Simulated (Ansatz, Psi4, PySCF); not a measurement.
Molecule: HOCl, charge 0, multiplicity 1. SMILES: OCl
Geometry from a B3LYP-D3(BJ)/def2-TZVP (Ansatz, a program for electronic structure) optimisation:
```xyz
3

O      0.0220     1.1044    -0.0012
H     -0.9233     1.3146     0.0160
Cl     0.0439    -0.5970    -0.0004
```
Charge 0, spin multiplicity 1.

Property: enthalpy of formation at 298 K, in kcal/mol. Set-up: UHF or UKS for open shells; no dispersion term unless named; 6-311+G** with 5d, 6d on Na to Ar in Ansatz; valence correlation only; non-relativistic; six Cartesian d functions in 6-31G* and its kin unless marked 5d; spin-orbit terms left out. CBS marks a two-point X^-3 extrapolation of the correlation energy; Hartree-Fock from the larger set. Ab initio and DFT rows: single points at B3LYP-D3(BJ) geometries (Ansatz), with unscaled harmonic terms from B3LYP/6-31G* at its own minima, enthalpies of formation by atomisation with measured atoms.

Measured values: Active Thermochemical Tables 1.112 (ions: stationary electron), as tabulated in the package chemicals; they hold spin-orbit and core effects, anharmonicity. 

Value to compare with, the measured value: -18.4 kcal/mol.

| level | program | enthalpy of formation at 298 K (kcal/mol) | error |
|---|---|---|---|
| HF/STO-3G | Ansatz | 73.9 | 92.3 |
| HF/6-31G* | Ansatz | 77.0 | 95.4 |
| HF/6-311+G** | Ansatz | 74.8 | 93.2 |
| PBE/STO-3G | Ansatz | -25.0 | -6.6 |
| PBE/6-31G* | Ansatz | -20.3 | -1.9 |
| BLYP/6-31G* | Ansatz | -13.9 | 4.5 |
| BP86/6-31G* (5d) | PySCF | -21.7 | -3.3 |
| B3LYP/6-31G | Ansatz | 17.6 | 36.0 |
| B3LYP/6-31G* | Ansatz | -7.7 | 10.7 |
| B3LYP/6-31+G* | Ansatz | -7.5 | 10.9 |
| B3LYP/cc-pVDZ | Ansatz | -7.3 | 11.1 |
| B3LYP/6-311+G** | Ansatz | -8.8 | 9.6 |
| M06-2X/6-31G* (5d) | PySCF | -9.5 | 8.9 |
| wB97X-D/6-311+G** | Psi4 | -9.6 | 8.8 |
| B3LYP/def2-TZVPD | Ansatz | -15.3 | 3.1 |
| B2PLYP-D3(BJ)/def2-TZVPD | Ansatz + dftd3 | -14.2 | 4.2 |
| CCSD(T)/CBS(aug-cc-pV(T+d)Z,aug-cc-pV(Q+d)Z) | Ansatz | -19.3 | -0.9 |

11 of the 14 habitual levels lie above the measured value; their mean absolute error is 28.1 kcal/mol, the median 10.1.

The levels are drawn from those run, B3LYP/6-31G* more often than the rest, none by its result; runs whose electronic state is in doubt are left out.
